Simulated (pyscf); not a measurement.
Thermochemistry of product channels of H₃C–NH₂ (SMILES CN) on the singlet surface, in eV, from ωB97M-D3(BJ)/def2-TZVP energies (ideal gas, 1 atm, RRHO with modes under 100 cm⁻¹ raised to 100, one conformer, R ln 2 for rigid chiral ones). Optimised with ωB97X-D3(BJ)/def2-SVP in PySCF.

| products | ΔE | ΔH(298 K) | ΔG(298 K) | ΔG(1200 K) |
|---|---|---|---|---|
| CH₂ (SMILES [CH2]) [singlet] + NH₃ (SMILES N) | ___ | +4.24 | +3.80 | +2.41 |
| H₂C=NH (SMILES C=N) + H₂ (SMILES [H][H]) | +1.47 | +1.16 | +0.80 | ___ |

**Question.** Complete the blanks.

**Answer.** 
- CH₂ (SMILES [CH2]) [singlet] + NH₃ (SMILES N), ΔE: +4.51
- H₂C=NH (SMILES C=N) + H₂ (SMILES [H][H]), ΔG(1200 K): -0.38

The channel to H₂C=NH + H₂ turns favourable between 298 and 1200 K (ΔG from +0.80 eV to -0.38 eV).

These are energies of the channels, which say nothing of barriers. CH₂ [singlet] is an excited spin state, 0.39 eV over the triplet at ωB97X-D3(BJ). A restricted singlet here is unstable towards spin polarisation, as is usual where a triplet lies low; its energy is less safe.
